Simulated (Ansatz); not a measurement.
Body-centred tetragonal In was calculated with revPBE (Ansatz, a first-principles code, PAW).

Numerical settings: plane-wave cutoff 520 eV, 24×24×24 k mesh, Fermi–Dirac smearing 0.05 eV, scalar-relativistic PAW data made under PBE.

Energies at three volumes about the minimum:

| V (Å³/atom) | E − E_lowest (meV/atom) |
|---|---|
| 27.812 | 1.20 |
| 28.379 | 0.00 |
| 28.947 | 1.04 |

### Question
Fit a parabola by hand: where is the minimum, and what is the bulk modulus?

### Answer
Slopes: (0.00 − 1.20)/(28.379 − 27.812) = -2.116 and (1.04 − 0.00)/(28.947 − 28.379) = 1.831 meV/Å³. Curvature E″ = 2 × (1.831 − (-2.116))/(28.947 − 27.812) = 6.955 meV/Å⁶. From the middle of the first interval, the slope vanishes at V0 = 28.0955 − (-2.116)/6.955 = 28.400 Å³/atom. B = V0 E″ = 28.400 × 6.955 meV/Å³ × 0.1602 GPa per meV/Å³ = 31.6 GPa. The full Birch–Murnaghan fit to all volumes gives V0 = 28.387 Å³/atom and B0 = 31.5 GPa.

Shape and atoms are relaxed at each volume.

Measured, for comparison: bulk modulus 44.7 GPa, equilibrium volume per atom 25.70 Å³/atom (copied from a table, unchecked, extrapolated to 0 K and zero-point effects removed; as tabulated in Lejaeghere et al. (2013), arXiv:1204.2733). Computed less measured: bulk modulus not scored (unchecked), equilibrium volume per atom not scored (unchecked).
